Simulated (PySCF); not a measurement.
**Assigning NMR signals**

Atom-mapped SMILES (the numbers label the heavy atoms): `[CH3:1][CH2:2][CH2:3][Cl:4]`. Each H is labelled by its parent atom.

Calculated, not measured (PySCF 2.14): structure optimised with GFN2-xTB, σ from GIAO-PBE0/pcSseg-1. A single conformation, equivalent nuclei averaged, relativity neglected, no solvent model.

Referencing at the same level of theory: TMS for $^{13}$C (σref 186.93), $^{1}$H (σref 31.72).

Q: Assign these signals to the numbered atoms. $^{13}$C{$^{1}$H} NMR (computed): δ 51.9, 32.2, 14.2.

A: 
| δ (ppm) | atoms | environment | reason |
| --- | --- | --- | --- |
| 51.9 | C3 | sp3 CH2 bonded to Cl | deshielded by the electronegative neighbour |
| 32.2 | C2 | sp3 CH2 | a saturated carbon with 2 carbon neighbours and no heteroatom attached |
| 14.2 | C1 | methyl carbon | saturated and bonded to C and H only |

Q: Assign these signals to the numbered atoms. $^{1}$H NMR (400 MHz, computed): δ 3.38 (t, 2H), 1.74 (m, 2H), 0.98 (t, 3H).

A: 
```tsv
δ (ppm)	atoms	environment	reason
3.38	H(C3)	hydrogen on an sp3 CH2 bonded to Cl	its carbon carries Cl, hence the downfield position
1.74	H(C2)	hydrogen on an sp3 CH2	–
0.98	H(C1)	hydrogen on a methyl carbon	far from electronegative atoms and π systems
```

Carbons that carry Cl, above all several Cl atoms, come out too deshielded, partly because spin–orbit coupling is missing. Shifts are as computed. Against solution values, carbons near 30 ppm lie about +3 ppm off and those near 130 ppm about +5 ppm. Of 246 compounds with measured shifts, 49 miss one by over three times the rms of a fit or turn the order of signals round; such compounds aren't used in these exercises. Multiplicities follow the n + 1 count of equivalent neighbours, as no J values were calculated; m marks all less simple cases, F and P coupling included.
